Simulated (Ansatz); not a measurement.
# C2H2N2: the cost of one run

Computed with Ansatz 0.2.0 (the levels named in each step, unless a step's input says otherwise).

### Step 1. The system as given

Bond lengths: H1–N2 1.017 Å, N2–C3 1.256 Å, C3–C4 1.425 Å, C4–N5 1.145 Å, C3–H6 1.101 Å. Angles: H1–N2–C3 115.9°, N2–C3–C4 120.5°, N2–C3–H6 126.8°, C4–C3–H6 112.8°, C3–C4–N5 177.1°.

As a file:

```xyz
6

H    -2.5203   -0.2987   -0.0519
N    -1.5366   -0.5563   -0.0202
C    -0.7194    0.3971   -0.0301
C     0.6830    0.1475    0.0118
N     1.8182    0.0050    0.0446
H    -0.9601    1.4707   -0.0694
```

### Step 2. A rough first relaxation, PBE-D4/def2-SVP

This run stands in another session on the same molecule. It ended at:

```xyz
6

H    -2.5186   -0.2342   -0.0543
N    -1.5511   -0.6015   -0.0188
C    -0.7272    0.3811   -0.0296
C     0.7016    0.1487    0.0125
N     1.8658    0.0109    0.0452
H    -1.0057    1.4602   -0.0702
```

### Step 3. Relaxation, B2PLYP/def2-TZVPP

Input file input.yaml:

```yaml
crystal:
  periodic: [false, false, false]
  atoms:
    - { symbol: H, position_ang: [-2.5186223, -0.23422435, -0.05428583] }
    - { symbol: "N", position_ang: [-1.55108448, -0.60152192, -0.01879904] }
    - { symbol: C, position_ang: [-0.72717444, 0.38113421, -0.02959198] }
    - { symbol: C, position_ang: [0.70161734, 0.14873161, 0.01254915] }
    - { symbol: "N", position_ang: [1.86582737, 0.01087326, 0.04520527] }
    - { symbol: H, position_ang: [-1.00570348, 1.4602172, -0.07017758] }
basis:
  gaussian: { orbitals: def2-TZVPP }
hamiltonian:
  xc: { name: B2PLYP }
relax:
  f_tol: 0.002
  max_steps: 150
```

On the command line:

```console
$ ansatz run input.yaml --threads 4 --pin off --max-ram 10240MiB --backend cpu --events-out ev --progress --plain --runs-dir out
```

**Question.** How long does this run take on 4 threads of Intel Xeon Platinum 8488C (Sapphire Rapids), shared host, and how much memory does it need?

About 25 s, with a peak of 0.54 GiB.
